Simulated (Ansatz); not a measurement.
## A barrier at the coupled-cluster level

Start structure (MgNH$_{4}$Cl, singlet), relaxed at PBE0-D4/def2-TZVP:

```tsv
atom	x (Å)	y (Å)	z (Å)
Mg1	-0.4636	-0.8573	-0.8185
H2	0.4558	-2.2747	-1.0841
Cl3	-2.2804	0.3725	-1.2453
H4	1.3608	0.1961	0.9975
N5	0.4741	0.4972	0.6071
H6	-0.1651	0.6660	1.3780
H7	0.6182	1.4002	0.1653
```

The step: MgHCl ([MgH][Cl]) + NH₃ → MgNH₂Cl ([NH2][Mg][Cl]) + H₂; bonds formed: H2–H4; dative contacts that become bonds: Mg1–N5; bonds broken: Mg1–H2, H4–N5. Ansatz 0.2.0; basis: def2-TZVPP and def2-QZVPP; cores frozen in the correlated methods. The outer core shell of Li, Na, Mg and K is correlated. The def2 sets are not built for correlating such inner shells, so the correlated values are less sure here. Extrapolation: Hartree–Fock as exp(−7.88 √X), correlation as X^−2.97. Energies below are by CCSD(T) at an estimated basis limit (MP2 extrapolated from triple and quadruple zeta, plus CCSD(T) − MP2 in triple zeta).

What are the electronic barrier and the energy of the step, from the start structure to the end structure? (To be estimated.)

By the calculation: Barrier 27.33 kcal/mol; step energy 11.94 kcal/mol (uphill); reverse barrier, their difference, 15.39 kcal/mol. Barrier and step energy count from the start structure, the reverse barrier from the end structure.

The saddle point: One imaginary mode of 1056i cm⁻¹.
```tsv
pair	start (Å)	saddle (Å)	end (Å)
Mg1–N5	2.18	1.99	1.88
H2–H4	3.36	0.98	0.75
Mg1–H2	1.71	1.94	2.30
H4–N5	1.01	1.44	2.86
```

Zero-point energy (harmonic, PBE0-D4): ZPE is 27.88 kcal/mol at the start and 24.76 kcal/mol at the saddle, so the barrier goes from 27.33 to 24.21 kcal/mol.

T1 diagnostic: at most 0.009. The start structure is not quite a true minimum (one mode of 49i cm⁻¹).

Labels in which every atom is bracketed show which atoms are joined, not bond orders.

For scale, one of the runs: CCSD(T)/def2-TZVPP, 161 basis functions (an equivalent command: `ansatz run in.yaml --threads 2`). The run took 17 s on 2 CPU threads (shared host), with 1.4 GiB of host memory at its peak.
